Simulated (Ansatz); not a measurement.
A CCSD(T) single point on `FC(F)C(Cl)Cl`.

```yaml
crystal:
  periodic: [false, false, false]
  atoms:
    - {symbol: F, position_ang: [0.408233, -1.137637, 1.314555]}
    - {symbol: C, position_ang: [0.672884, -0.311415, 0.282298]}
    - {symbol: F, position_ang: [1.286894, -1.039984, -0.671847]}
    - {symbol: C, position_ang: [-0.639680, 0.230668, -0.271590]}
    - {symbol: Cl, position_ang: [-0.309882, 1.248264, -1.670125]}
    - {symbol: Cl, position_ang: [-1.486870, 1.117763, 0.991552]}
    - {symbol: H, position_ang: [1.340913, 0.487393, 0.617063]}
    - {symbol: H, position_ang: [-1.272502, -0.595061, -0.591906]}
basis:
  gaussian: {orbitals: def2-SVP}
correlation: {method: ccsd_t}
```

```sh
$ ansatz run in.yaml --threads 4 --pin off --events-out ev --progress --plain --max-ram 10444MiB
```

Output of Ansatz, abridged:

```
Functional definition: HF
974 factors; integrals over basis functions are off by at most 1.1e-3 eV
mean field evaluation 1: about -32494.1997 eV, gradient 3.6e1 eV
mean field evaluation 2: about -32494.3439 eV, gradient 3.6e1 eV
mean field evaluation 4: about -32497.2036 eV, gradient 3.3e0 eV
mean field evaluation 8: about -32497.2497 eV, gradient 2.1e-1 eV
mean field -32497.24994791 eV, -1194.2519081585 hartree, gradient 1.1e-6 eV, S^2 0.000000; 0 other end points of the search recorded, 0 dependent functions left out
14 core orbitals not correlated: weight in the atoms' cores, before any rotation towards them, 1.000 or more for the frozen orbitals, at most 0.000 for the correlated occupied ones
reference -32497.24994791 eV, -1194.2519081585 hartree; 19, 19 occupied and 69, 69 virtual orbitals, 974 factors
second order -24.64817419 eV of doubles, -0.00000000 eV of singles
cycle   1  -25.15066851 eV  change   -5.0e-1 eV  update   1.0e-1
cycle   2  -25.66668383 eV  change   -5.2e-1 eV  update   2.8e-2
cycle   3  -25.79396289 eV  change   -1.3e-1 eV  update   1.4e-2
cycle   4  -25.79018375 eV  change    3.8e-3 eV  update   2.6e-3
cycle   5  -25.78978618 eV  change    4.0e-4 eV  update   1.1e-3
cycle   6  -25.79013033 eV  change   -3.4e-4 eV  update   3.5e-4
cycle   7  -25.78995071 eV  change    1.8e-4 eV  update   1.2e-4
cycle   8  -25.78988299 eV  change    6.8e-5 eV  update   4.4e-5
cycle   9  -25.78988889 eV  change   -5.9e-6 eV  update   1.5e-5
perturbative correction -0.60412951 eV, -0.0222013501 hartree
Total energy: -32523.64396631 eV, -1195.2218704443 hartree
```

It took 5.5 s on 4 threads of an Arm Neoverse V1 on a shared host, with 0.45 GiB of host memory at the peak.

The correlation energy is -26.394 eV, 2.3 % of it from (T); the T1 diagnostic reads 0.0100.
